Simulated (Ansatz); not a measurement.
System: CH4O, charge 0, triplet.
HTBH set geometry:
```
C
H 1 1.0831
H 1 1.0831 2 114.80
H 1 1.0837 2 114.40 3 135.17
H 1 1.3024 2 103.92 4 112.03
O 5 1.2016 4 144.82 1 180.00
```
Charge 0, spin multiplicity 3.

Total energies in aug-cc-pVDZ, 14 correlated electrons, 2 frozen orbitals. Radicals and triplets start from unrestricted determinants; spin-orbit coupling is neglected. Cores are frozen in correlated methods. No relativity. The UHF reference of CH4O (saddle point or complex, triplet) is spin-contaminated (<S^2> up to 0.06 over the pure value in the sets run).

```json
[
 {"method": "HF", "program": "Ansatz", "energy (Eh)": "-114.94063", "minus CCSDT(Q) (mEh)": "357.25"},
 {"method": "MP2", "program": "Ansatz", "energy (Eh)": "-115.24639", "minus CCSDT(Q) (mEh)": "51.49"},
 {"method": "CCSD", "program": "Ansatz", "energy (Eh)": "-115.28713", "minus CCSDT(Q) (mEh)": "10.74"},
 {"method": "CCSD(T)", "program": "Ansatz", "energy (Eh)": "-115.29623", "minus CCSDT(Q) (mEh)": "1.64"},
 {"method": "CCSDT(Q)", "program": "Ansatz", "energy (Eh)": "-115.29788", "minus CCSDT(Q) (mEh)": "0.00"}
]
```

Rough core times of Ansatz's runs on a shared machine: CCSD(T) under 20 s, CCSDT(Q) 5 min.

Ansatz is a first-principles code.
